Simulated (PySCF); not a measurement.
`C/C=C(\C)F`: 4 charge schemes on one density

Species: C₄H₇F.
Z-matrix (Å and degrees, PBE0-D3(BJ)/def2-SVP geometry), rows numbered from 1:
```
C 
C   1  1.4914
C   2  1.3340  1  127.04
C   3  1.4850  2  130.08  1    -0.43
F   3  1.3458  2  118.43  1   179.70
H   1  1.1029  2  111.13  3   120.00
H   1  1.0989  2  112.79  3    -0.89
H   1  1.1027  2  111.02  3  -121.67
H   2  1.0951  1  117.55  3   179.72
H   4  1.1019  3  110.14  2  -120.27
H   4  1.1018  3  110.11  2   121.85
H   4  1.0962  3  112.00  2     0.77
```

Density: PBE0/pcSseg-1 (PySCF); schemes: Mulliken, IAO, Hirshfeld and ESP-fitted. Geometry: PBE0-D3(BJ)/def2-SVP; no solvent, vibrations or thermal averaging.

Q: For which atoms does the sign change between the 4 schemes (beyond +0.03 e in one, beyond −0.03 e in another)?

A: For none.

Q: At which atom do the 4 schemes differ most?

A: At C4: from -0.439 (IAO) to -0.121 e (Hirshfeld), 0.318 e apart.

Q: What partial charge does each atom carry?

A: In e:

```csv
atom,environment,Mulliken,IAO,Hirshfeld,ESP-fitted
C1,allylic carbon,-0.225,-0.410,-0.112,-0.173
C2,alkene CH carbon,-0.285,-0.215,-0.082,-0.297
C3,vinylic C–F carbon,+0.149,+0.286,+0.082,+0.285
C4,allylic carbon,-0.256,-0.439,-0.121,-0.428
F5,vinyl fluorine,-0.288,-0.284,-0.093,-0.206
H6,methyl hydrogen,+0.132,+0.149,+0.045,+0.085
H7,methyl hydrogen,+0.115,+0.137,+0.043,+0.070
H8,methyl hydrogen,+0.131,+0.149,+0.045,+0.084
H9,vinylic hydrogen,+0.118,+0.155,+0.042,+0.149
H10,methyl hydrogen,+0.140,+0.159,+0.050,+0.145
H11,methyl hydrogen,+0.139,+0.159,+0.050,+0.145
H12,methyl hydrogen,+0.130,+0.151,+0.052,+0.142
```

Mean size of the charges over all atoms: IAO 0.225 e, ESP-fitted 0.184 e, Mulliken 0.176 e, Hirshfeld 0.068 e. Each set sums to the total charge, 0, to within 0.001 e. The IAO scheme projects the occupied orbitals on a minimal set of polarised atomic orbitals and counts the electrons in each atom's part of it. The Hirshfeld scheme divides the density at each point in proportion to the densities of the neutral, spherically averaged free atoms.

Q: Sum the charges by element, for elements with more than one atom.

A: 
```json
{"element": "C", "atoms": "4", "Mulliken": "-0.617", "IAO": "-0.778", "Hirshfeld": "-0.234", "ESP-fitted": "-0.614"}
{"element": "H", "atoms": "7", "Mulliken": "+0.905", "IAO": "+1.061", "Hirshfeld": "+0.327", "ESP-fitted": "+0.819"}
```

Q: How closely do the schemes follow one another over all atoms?

A: Correlation coefficient and root-mean-square difference: IAO with Hirshfeld 0.99, 0.174 e; Mulliken with Hirshfeld 0.98, 0.117 e; Hirshfeld with ESP-fitted 0.96, 0.141 e; Mulliken with IAO 0.95, 0.089 e; IAO with ESP-fitted 0.95, 0.083 e; Mulliken with ESP-fitted 0.94, 0.074 e.
